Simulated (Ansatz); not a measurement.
# C6H12: vertical ionisation energy

How much energy removes an electron from C6H12 at fixed geometry? The cation is run at each level and the neutral's energy taken from earlier runs.

Program: Ansatz 0.2.0, Gaussian basis. Level of theory: unrestricted cation, the program's frozen cores in correlated methods. These are calculated values, not measurements.

The runs, in order: UKS PBE-D4/def2-TZVPP; UKS r2SCAN-D4/def2-TZVPP; UKS PBE0-D4/def2-TZVPP; UKS B3LYP-D4/def2-TZVPP; UKS wB97X-V/def2-TZVPP; UKS wB97M-V/def2-TZVPP; UKS B2PLYP/def2-TZVPP; UHF-CCSD(T)/def2-TZVPP; UHF-MP2/def2-QZVPP; extrapolation to the limit; then −ε(HOMO) from the neutral's earlier runs with LDA (SPW92), PBE-D4, revPBE-D4, BLYP-D4, r2SCAN-D4, B97M-V, PBE0-D4, B3LYP-D4, r2SCANh-D4, r2SCAN0-D4, HSE06-D4, BHLYP-D4, CAM-B3LYP-D4, LC-ωPBE, ωB97X-V, ωB97M-V.

## Step 1: The geometry

The geometry comes from an earlier relaxation with PBE0-D4 in a triple-zeta def2 set; it is a stationary point, not always the lowest conformer.

18 atoms, charge 0, spin multiplicity 1.

Atoms are counted from 1 here; the program's logs count them from 0.

Bond lengths: C1–C2 1.329 Å, C1–H7 1.085 Å, C1–H8 1.085 Å, C2–C3 1.497 Å, C2–C4 1.510 Å, C3–H9 1.094 Å, C3–H10 1.094 Å, C3–H11 1.091 Å, C4–C5 1.527 Å, C4–C6 1.527 Å, C4–H12 1.096 Å, C5–H13 1.093 Å, C5–H14 1.092 Å, C5–H15 1.093 Å, C6–H16 1.092 Å, C6–H17 1.093 Å, C6–H18 1.093 Å. Angles: C2–C1–H7 121.4°, C2–C1–H8 121.6°, H7–C1–H8 117.0°, C1–C2–C3 121.4°, C1–C2–C4 120.8°, C3–C2–C4 117.8°, C2–C3–H9 111.4°, C2–C3–H10 111.4°, C2–C3–H11 111.0°, H9–C3–H10 106.7°, H9–C3–H11 108.0°, H10–C3–H11 108.0°, C2–C4–C5 111.9°, C2–C4–C6 111.9°, C2–C4–H12 106.6°, C5–C4–C6 110.6°, C5–C4–H12 107.7°, C6–C4–H12 107.7° and more.

## Step 2: Cation, UKS PBE-D4/def2-TZVPP

Contents of in.yaml:

```yaml
crystal:
  periodic: [false, false, false]
  atoms:
    - {symbol: C, position_ang: [-0.859808, -1.751698, 0.922814]}
    - {symbol: C, position_ang: [-0.090338, -0.733682, 0.549902]}
    - {symbol: C, position_ang: [1.254033, -0.505594, 1.168507]}
    - {symbol: C, position_ang: [-0.548741, 0.232629, -0.515990]}
    - {symbol: C, position_ang: [0.368594, 0.213425, -1.736071]}
    - {symbol: C, position_ang: [-0.693016, 1.652434, 0.026254]}
    - {symbol: H, position_ang: [-1.833909, -1.916970, 0.474394]}
    - {symbol: H, position_ang: [-0.543188, -2.453546, 1.687116]}
    - {symbol: H, position_ang: [1.310247, 0.475027, 1.650730]}
    - {symbol: H, position_ang: [2.049098, -0.533365, 0.417313]}
    - {symbol: H, position_ang: [1.472938, -1.264621, 1.920283]}
    - {symbol: H, position_ang: [-1.540228, -0.103813, -0.838572]}
    - {symbol: H, position_ang: [-0.036846, 0.848446, -2.527859]}
    - {symbol: H, position_ang: [0.478187, -0.798022, -2.133677]}
    - {symbol: H, position_ang: [1.364844, 0.592010, -1.492498]}
    - {symbol: H, position_ang: [-1.348830, 1.678376, 0.899396]}
    - {symbol: H, position_ang: [0.275028, 2.069406, 0.316562]}
    - {symbol: H, position_ang: [-1.115867, 2.310759, -0.736902]}
basis:
  gaussian: {orbitals: def2-TZVPP}
total_charge: 1
magnetization: {spin_polarized: true, initial_magnetization: 1}
hamiltonian: {xc: pbe, dispersion: d4}
```

The run is started by

```
ansatz run in.yaml --threads 2 --pin off --events-out ev --progress --plain --max-ram 32768MiB --backend cuda --devices 0, --max-vram 18GiB
```

The runs that follow: Cation, UKS r2SCAN-D4/def2-TZVPP; Cation, UKS PBE0-D4/def2-TZVPP; Cation, UKS B3LYP-D4/def2-TZVPP; Cation, UKS wB97X-V/def2-TZVPP; Cation, UKS wB97M-V/def2-TZVPP; Cation, UKS B2PLYP (frozen core)/def2-TZVPP; Cation, UHF-CCSD(T)/def2-TZVPP; Cation, UHF-MP2/def2-QZVPP.

**Question.** What will the summary of the whole plan be? Wanted: ionisation energy, CCSD(T)/CBS; nearest functional by difference; nearest −ε(HOMO); −ε(HOMO) of PBE; T1 of the cation.

As calculated:

```
                        quantity               value
  ionisation energy, CCSD(T)/CBS             9.44 eV
nearest functional by difference   B2PLYP (-0.29 eV)
                nearest −ε(HOMO)  ωB97X-V (-0.07 eV)
                 −ε(HOMO) of PBE             5.92 eV
                T1 of the cation               0.016
```

Energy differences with functionals land within 0.50 eV of the reference. The PBE orbital energy is 3.5 eV too small: a semilocal HOMO is no ionisation energy. Among orbital estimates ωB97X-V comes nearest. Hartree-Fock falls 1.66 eV short, as the neutral has more correlation energy than the cation.
